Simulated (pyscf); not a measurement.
**Routes from `[Cl][BH][Cl]` + `[FH]`**

Candidate steps break at most two bonds and form at most two. Each was searched with GFN2-xTB (tblite) first. Structures and frequencies: ωB97X-D3(BJ)/def2-SVP in PySCF. Correlated levels are frozen-core, on RHF or UHF. ΔMP2 is the change of the MP2 total energy from the triple- to the quadruple-zeta basis. Energies: CCSD(T)/def2-TZVPP + ΔMP2(QZVPP), kcal/mol, from the separated reactants, singlet surface; ΔG‡ with ideal gas, 1 atm, RRHO with modes under 100 cm⁻¹ raised to 100, one conformer, R ln 2 for chiral ones without a mode under 150 cm⁻¹.

```csv
products,type,ΔE‡,ΔE,ΔG‡ 298 K,ΔG‡ 900 K,ν‡ (cm⁻¹)
HCl + F–BH–Cl,four-centre exchange,15.1,-13.0,23.2,43.1,971i
F–Cl + H₂B–Cl,four-centre exchange,128.1,+94.2,134.3,153.0,1394i
```

Plain bond fissions and candidates not yet searched are not listed, and one of them may be faster. Each barrier is that of the saddle found; lower ones may exist. One closed-shell reference is unstable to symmetry breaking; treat the single-reference values with care. The CCSD(T) − MP2 part came from Ansatz, without density fitting, on the same reference.
